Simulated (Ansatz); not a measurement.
Relaxing MgCr2

Method: DFT PBE, scalar-relativistic, plane waves, PAW in Ansatz 0.2.0. Cutoff 420 eV, Γ-centred k mesh, Gaussian smearing, no spin polarisation in the final step.

MgCr2 was placed on the AlB2 structure type (P6/mmm, No. 191), with Mg in place of Al, Cr in place of B, at a guessed volume.

```yaml
crystal:
  lattice:
    - [3.48196, 0.00000, 0.00000]
    - [-1.74098, 3.01547, 0.00000]
    - [0.00000, 0.00000, 3.75960]
  atoms:
    - { symbol: Mg, position: [0.00000, 0.00000, 0.00000] }
    - { symbol: Cr, position: [0.33333, 0.66667, 0.50000] }
    - { symbol: Cr, position: [0.66667, 0.33333, 0.50000] }
```

Cell and atoms relax at zero pressure; the relaxation can't lower the symmetry of the start. After a coarse first stage the cell is made exact in the group found at 0.06 Å.

The zero of energy is the elements' standard structures at the same level; no fitted shifts are applied.

**Question.** Describe the relaxed structure.

**Answer.** It keeps P6/mmm (No. 191). The result has the AlB2 structure. Conventional cell: a = 3.619 Å, c = 4.407 Å. Around Mg lie 12 Cr at 3.04 Å; around Cr lie 3 Cr at 2.09 Å.

```
Mg Cr
1.0
     3.61900    0.00000    0.00000
    -1.80950    3.13414    0.00000
     0.00000    0.00000    4.40711
Mg Cr
1 2
Direct
  0.00000 0.00000 0.00000
  0.33333 0.66667 0.50000
  0.66667 0.33333 0.50000
```

**Question.** What are its volume, energy, density and gap?

**Answer.** The volume per atom is 16.66 Å³. The density is 4.26 g/cm³, the energy over the elements is 0.95 eV/atom and the gap on the 12×12×12 mesh is 0 eV (a metal).

The final run used a 12×12×12 mesh on its 3-atom cell and 0.10 eV smearing. The k mesh leaves about 4 meV/atom of noise in metals. A structure relaxed within its symmetry needn't be a true minimum.

Cost: 3 runs of about 1.6 core-minutes in all, on Arm Neoverse V1 (shared hosts).